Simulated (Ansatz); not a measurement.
## AsH2⁺, triplet: the ladder up to full CI

Geometry: a point of a bend scan, not a stationary point.

```csv
atom,x (Å),y (Å),z (Å)
As,0.0000,-0.0286,0.0000
H,0.0000,1.0632,-1.0451
H,0.0000,1.0632,1.0451
```

Basis cc-pVDZ; Ansatz 0.2.0. Only valence electrons are correlated (noble-gas cores and the filled d shells of p-block atoms frozen), which leaves 6 electrons in 23 orbitals. Prefix R: restricted or restricted open-shell reference; prefix U: unrestricted. Active spaces: pair = (4e, 4o) about the gap; valence = (6e, 6o) chosen from the atoms' valence shells. No spin–orbit coupling is included, and no scalar relativity.

Full CI is exact within this basis and frozen core; it isn't the basis-set limit. The frozen core follows each run's orbitals, which can shift R against U totals by a few meV for light atoms and by up to 0.1 eV past Ca.

For open shells CISD is restricted-active-space CI with the open shells as a complete middle space.

* UHF ⟨S²⟩: 2.005
* T1 diagnostic (RCCSD): 0.0191
* largest doubles amplitude (RCCSD): 0.061

```json
{"level": "RMP2", "E − E(RHF) (eV)": "-2.1267"}
{"level": "RCCSD", "E − E(RHF) (eV)": "-2.7262"}
{"level": "RCCSD(T)", "E − E(RHF) (eV)": "-2.7849"}
```

Question: Estimate how far full CI in cc-pVDZ lies from RCCSD(T). The table doesn't fix it; the size of (T) and the diagnostics are the guide.

Answer: Full CI in cc-pVDZ lies 0.40 kcal/mol below RCCSD(T), which is 29 % of the (T) step (-1.35 kcal/mol). The diagnostics give no warning, yet the rest is a sizeable part of (T).

The other levels:

```json
{"level": "CISD", "E − E(full CI) (kcal/mol)": "3.02", "share of correlation (%)": "95.32", "wall time": "0.6 s"}
{"level": "BCCD(T)", "E − E(full CI) (kcal/mol)": "0.40", "share of correlation (%)": "99.38", "wall time": "0.75 s"}
{"level": "RCCSDT", "E − E(full CI) (kcal/mol)": "0.01", "share of correlation (%)": "99.98", "wall time": "–"}
{"level": "RCCSDT(Q)", "E − E(full CI) (kcal/mol)": "-0.01", "share of correlation (%)": "100.02", "wall time": "2.8 s"}
{"level": "CASSCF (valence space)", "E − E(full CI) (kcal/mol)": "40.14", "share of correlation (%)": "37.89", "wall time": "–"}
{"level": "NEVPT2 (valence space)", "E − E(full CI) (kcal/mol)": "10.72", "share of correlation (%)": "83.41", "wall time": "0.72 s"}
{"level": "NEVPT4(SD) (valence space)", "E − E(full CI) (kcal/mol)": "1.22", "share of correlation (%)": "98.11", "wall time": "0.96 s"}
{"level": "MRCISD (valence space)", "E − E(full CI) (kcal/mol)": "1.39", "share of correlation (%)": "97.86", "wall time": "–"}
{"level": "MRCISD+Q (valence space)", "E − E(full CI) (kcal/mol)": "0.02", "share of correlation (%)": "99.96", "wall time": "0.99 s"}
```

The correlation energy at full CI, counted from RHF, is -2.802 eV. That run took 2.5 s on 1 thread of Arm Neoverse V2, shared host over 781,936 determinants.

Run but not shown, since their state or frozen core can't be matched to the reference's or they repeat it: UHF, UMP2, UCCSD, UCCSD(T), UCCSDT, UCCSDT(Q), CASSCF (pair space), NEVPT2 (pair space), MRCISD (pair space), MRCISD+Q (pair space).

Times hold each run's SCF and search for its determinant on a shared host, so for small cases they say little of a method's own cost; they ran on 1 thread of Arm Neoverse V2.

The full-CI state has the irrep B1 of C2v, in the program's axes.

Natural occupations of full CI about the gap: 1.958 1.937 0.998 0.990 0.036 0.027 0.009 0.008 0.008 0.006; effectively unpaired electrons, Σ n²(2−n)², 2.03.
